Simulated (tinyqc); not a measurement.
Worked calculation: UKS/LDA (VWN5) in the sto-3g basis, for NH, spin multiplicity 3. One step of it, computed by the program tinyqc.

Task: Iteration 1: building the Kohn-Sham matrix. J_ij = sum D_kl (ij|kl) with D = D(alpha) + D(beta); F = H + J + V_xc; E = tr D H + tr D J / 2 + E_xc + E_nn.

D(alpha) at the start, order 1N 1s, 1N 2s, 1N 2px, 1N 2py, 1N 2pz, 2H 1s:
$$\begin{pmatrix}
1.059272 & -0.253054 & 0.000000 & 0.000000 & -0.004839 & 0.016218 \\
-0.253054 & 1.080124 & 0.000000 & 0.000000 & 0.025387 & -0.067173 \\
0.000000 & 0.000000 & 1.000000 & 0.000000 & 0.000000 & 0.000000 \\
0.000000 & 0.000000 & 0.000000 & 1.000000 & 0.000000 & 0.000000 \\
-0.004839 & 0.025387 & 0.000000 & 0.000000 & 1.029113 & -0.090112 \\
0.016218 & -0.067173 & 0.000000 & 0.000000 & -0.090112 & 0.011799
\end{pmatrix}$$

D(beta) at the start, order 1N 1s, 1N 2s, 1N 2px, 1N 2py, 1N 2pz, 2H 1s:
$$\begin{pmatrix}
1.059272 & -0.253054 & 0.000000 & 0.000000 & -0.004839 & 0.016218 \\
-0.253054 & 1.080124 & 0.000000 & 0.000000 & 0.025387 & -0.067173 \\
0.000000 & 0.000000 & 0.000000 & 0.000000 & 0.000000 & 0.000000 \\
0.000000 & 0.000000 & 0.000000 & 0.000000 & 0.000000 & 0.000000 \\
-0.004839 & 0.025387 & 0.000000 & 0.000000 & 1.029113 & -0.090112 \\
0.016218 & -0.067173 & 0.000000 & 0.000000 & -0.090112 & 0.011799
\end{pmatrix}$$

core Hamiltonian H = T + V (hartree), order 1N 1s, 1N 2s, 1N 2px, 1N 2py, 1N 2pz, 2H 1s:
$$\begin{pmatrix}
-24.513417 & -5.636153 & 0.000000 & 0.000000 & -0.005866 & -0.322327 \\
-5.636153 & -6.575462 & 0.000000 & 0.000000 & -0.074642 & -0.934386 \\
0.000000 & 0.000000 & -5.215530 & 0.000000 & 0.000000 & 0.000000 \\
0.000000 & 0.000000 & 0.000000 & -5.215530 & 0.000000 & 0.000000 \\
-0.005866 & -0.074642 & 0.000000 & 0.000000 & -5.253161 & -0.864287 \\
-0.322327 & -0.934386 & 0.000000 & 0.000000 & -0.864287 & -2.689650
\end{pmatrix}$$

Two-electron integrals (ij|kl) in chemists' order, unique and non-zero (hartree):
```
(11|11) 4.166630   (21|11) 0.640849   (21|21) 0.117461   (22|11) 0.969864
(22|21) 0.220936   (22|22) 0.708245   (31|31) 0.020960   (32|31) 0.032452
(32|32) 0.156449   (33|11) 0.967124   (33|21) 0.220977   (33|22) 0.708086
(33|33) 0.762805   (41|41) 0.020960   (42|41) 0.032452   (42|42) 0.156449
(43|43) 0.041119   (44|11) 0.967124   (44|21) 0.220977   (44|22) 0.708086
(44|33) 0.680568   (44|44) 0.762805   (51|51) 0.020960   (52|51) 0.032452
(52|52) 0.156449   (53|53) 0.041119   (54|54) 0.041119   (55|11) 0.967124
(55|21) 0.220977   (55|22) 0.708086   (55|33) 0.680568   (55|44) 0.680568
(55|55) 0.762805   (61|11) 0.036652   (61|21) 0.006671   (61|22) 0.012500
(61|33) 0.012476   (61|44) 0.012476   (61|51) 0.000322   (61|52) 0.000614
(61|55) 0.012549   (61|61) 0.000384   (62|11) 0.116239   (62|21) 0.026926
(62|22) 0.099254   (62|33) 0.097133   (62|44) 0.097133   (62|51) 0.002192
(62|52) 0.018873   (62|55) 0.103392   (62|61) 0.001570   (62|62) 0.020381
(63|31) 0.002378   (63|32) 0.014930   (63|53) 0.003540   (63|63) 0.002290
(64|41) 0.002378   (64|42) 0.014930   (64|54) 0.003540   (64|64) 0.002290
(65|11) 0.105949   (65|21) 0.024804   (65|22) 0.097344   (65|33) 0.093148
(65|44) 0.093148   (65|51) 0.003992   (65|52) 0.031043   (65|55) 0.105622
(65|61) 0.001487   (65|62) 0.023959   (65|65) 0.030026   (66|11) 0.317542
(66|21) 0.074610   (66|22) 0.315195   (66|33) 0.304369   (66|44) 0.304369
(66|51) 0.005750   (66|52) 0.070502   (66|55) 0.336581   (66|61) 0.004350
(66|62) 0.092848   (66|65) 0.122684   (66|66) 0.774606
```

nuclear repulsion = 2.22744466 hartree

V_xc(alpha) (hartree), order 1N 1s, 1N 2s, 1N 2px, 1N 2py, 1N 2pz, 2H 1s:
$$\begin{pmatrix}
-2.566474 & -0.370159 & 0.000000 & 0.000000 & -0.000268 & -0.021298 \\
-0.370159 & -0.720503 & 0.000000 & 0.000000 & -0.000217 & -0.082066 \\
0.000000 & 0.000000 & -0.713721 & 0.000000 & 0.000000 & 0.000000 \\
0.000000 & 0.000000 & 0.000000 & -0.713721 & 0.000000 & 0.000000 \\
-0.000268 & -0.000217 & 0.000000 & 0.000000 & -0.721991 & -0.071600 \\
-0.021298 & -0.082066 & 0.000000 & 0.000000 & -0.071600 & -0.130059
\end{pmatrix}$$

V_xc(beta) (hartree), order 1N 1s, 1N 2s, 1N 2px, 1N 2py, 1N 2pz, 2H 1s:
$$\begin{pmatrix}
-2.536907 & -0.348541 & 0.000000 & 0.000000 & -0.000329 & -0.020151 \\
-0.348541 & -0.612571 & 0.000000 & 0.000000 & -0.000450 & -0.072976 \\
0.000000 & 0.000000 & -0.581143 & 0.000000 & 0.000000 & 0.000000 \\
0.000000 & 0.000000 & 0.000000 & -0.581143 & 0.000000 & 0.000000 \\
-0.000329 & -0.000450 & 0.000000 & 0.000000 & -0.662378 & -0.067096 \\
-0.020151 & -0.072976 & 0.000000 & 0.000000 & -0.067096 & -0.126264
\end{pmatrix}$$

E_xc = sum of w rho eps_xc = -7.05294354 hartree

Give: Coulomb J; F(alpha); F(beta); total energy of this density.

Result:

Coulomb J (hartree), order 1N 1s, 1N 2s, 1N 2px, 1N 2py, 1N 2pz, 2H 1s:
$$\begin{pmatrix}
14.1389 & 2.5988 & 0.0000 & 0.0000 & 0.0010 & 0.1479 \\
2.5988 & 6.1811 & 0.0000 & 0.0000 & 0.0007 & 0.8305 \\
0.0000 & 0.0000 & 6.1473 & 0.0000 & 0.0000 & 0.0000 \\
0.0000 & 0.0000 & 0.0000 & 6.1473 & 0.0000 & 0.0000 \\
0.0010 & 0.0007 & 0.0000 & 0.0000 & 6.2289 & 0.8021 \\
0.1479 & 0.8305 & 0.0000 & 0.0000 & 0.8021 & 2.5360
\end{pmatrix}$$

F(alpha) (hartree), order 1N 1s, 1N 2s, 1N 2px, 1N 2py, 1N 2pz, 2H 1s:
$$\begin{pmatrix}
-12.9410 & -3.4075 & 0.0000 & 0.0000 & -0.0051 & -0.1957 \\
-3.4075 & -1.1149 & 0.0000 & 0.0000 & -0.0742 & -0.1859 \\
0.0000 & 0.0000 & 0.2181 & 0.0000 & 0.0000 & 0.0000 \\
0.0000 & 0.0000 & 0.0000 & 0.2181 & 0.0000 & 0.0000 \\
-0.0051 & -0.0742 & 0.0000 & 0.0000 & 0.2538 & -0.1338 \\
-0.1957 & -0.1859 & 0.0000 & 0.0000 & -0.1338 & -0.2837
\end{pmatrix}$$

F(beta) (hartree), order 1N 1s, 1N 2s, 1N 2px, 1N 2py, 1N 2pz, 2H 1s:
$$\begin{pmatrix}
-12.9114 & -3.3859 & 0.0000 & 0.0000 & -0.0052 & -0.1946 \\
-3.3859 & -1.0069 & 0.0000 & 0.0000 & -0.0744 & -0.1768 \\
0.0000 & 0.0000 & 0.3506 & 0.0000 & 0.0000 & 0.0000 \\
0.0000 & 0.0000 & 0.0000 & 0.3506 & 0.0000 & 0.0000 \\
-0.0052 & -0.0744 & 0.0000 & 0.0000 & 0.3134 & -0.1292 \\
-0.1946 & -0.1768 & 0.0000 & 0.0000 & -0.1292 & -0.2799
\end{pmatrix}$$

total energy of this density = -53.356160 hartree
